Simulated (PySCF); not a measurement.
**How methods differ on the ionisation energy of Al**

Al [Ne] 3s2 3p1 (2P) → Al⁺ [Ne] 3s2 (1S), as a difference of total energies. Calculation: PySCF 2.14, in aug-cc-pCVTZ-DK with one added diffuse shell each of s, p, d, f type (9s8p6d4f, 91 functions); the spin-free X2C one-electron Hamiltonian (Gaussian nucleus). Correlated levels: valence and next inner shell: 1s2 frozen. The calculations carry no spin-orbit coupling.

```
                                method  ionisation energy (eV)
                                   UHF                   5.589
    MP2 (valence and next inner shell)                   5.794
SCS-MP2 (valence and next inner shell)                   5.783
   CCSD (valence and next inner shell)                   5.896
CCSD(T) (valence and next inner shell)                   5.923
```

Task: How much does correlation contribute at CCSD(T) (valence and next inner shell)?

Result: 5.923 − (5.589) = 0.334 eV, measured against UHF.

A first-order spin-orbit estimate (lowest level to lowest level, LS coupling) adds 0.008 eV.

Errors of the correlated levels include the incompleteness of this basis and the frozen core.

For comparison: 5.986 eV (measured; NIST Atomic Spectra Database, ionization energies).
